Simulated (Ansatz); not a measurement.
Two shapes of doublet C₃H₈(+).

Shape 1:

```xyz
11

C     1.1455   -0.6167    0.1428
C     0.0992    0.4836    0.2910
C    -1.2156    0.1758   -0.4178
H     2.0655   -0.3600    0.6720
H     0.7846   -1.5659    0.5472
H     1.4019   -0.7806   -0.9069
H     0.5057    1.4223   -0.0962
H    -0.0955    0.6559    1.3536
H    -1.9383    0.9818   -0.2766
H    -1.0666    0.0486   -1.4929
H    -1.6657   -0.7437   -0.0356
```

Shape 2:

```xyz
11

C     0.3755   -1.2317    0.1529
C    -0.1567    0.1401    0.5400
C    -0.2366    1.1075   -0.6316
H     0.4227   -1.9104    1.0185
H    -0.2636   -1.7084   -0.6084
H     1.3911   -1.1619   -0.2701
H     0.4824    0.5722    1.3297
H    -1.1567    0.0309    0.9946
H    -0.6244    2.0907   -0.3234
H     0.7550    1.2689   -1.0854
H    -0.8997    0.7224   -1.4236
```

Basis set: def2-SVP (spherical functions). Left uncorrelated: 3 orbitals. Charge 1, multiplicity 2.

Computed with Ansatz (development build ahead of 0.2.0); each method stands on the lowest determinant of its kind that the runs found.

Which shape is lower in energy, and by how much in each method?

| method | E(2) − E(1) (eV) |
| --- | --- |
| UHF | 0.055 |
| UHF-MP2 | 0.009 |

Shape 1 is lower. Caution: the determinant breaks the point group. Caution for UHF-MP2: MP2 forces lie far from those of the mean fields.
